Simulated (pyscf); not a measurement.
`[SnH3][SnH3]` + `[CH3]` [doublet] → `[CH3][SnH3]` + `[SnH3]` [doublet] (substitution at Sn; doublet surface; Sn–Sn broken, C–Sn formed). Optimised with ωB97X-D3(BJ)/def2-SVP in PySCF. Rate constants from transition-state theory, ωB97M-D3(BJ)/def2-TZVP energies (ideal gas, 1 atm, RRHO with modes under 100 cm⁻¹ raised to 100, one conformer, R ln 2 for chiral ones without a mode under 150 cm⁻¹; no tunnelling), k in cm³ molecule⁻¹ s⁻¹.

```csv
T (K),1000/T,log10 k
298,3.354,-20.54
600,1.667,-16.45
900,1.111,-14.92
1200,0.833,?
```

### Question
Fit an Arrhenius line to the three values, give the activation energy, and predict k at 1200 K.

### Answer
Least squares gives log10 k = -12.22 − 2.49 × 1000/T, so Ea = 2.49 × ln 10 × 1.987 = 11.4 kcal/mol, against an electronic barrier of 8.1. At 1200 K the line gives -14.30; the computed value is -14.05 (ΔG‡ = 47.5 kcal/mol), a factor 1.8 over the line, since the plot is curved. One saddle was located; it need not be the lowest between these sides. The angle at the attacked Sn is 180°. Elements past Kr carry the def2 core potentials, without spin-orbit coupling.
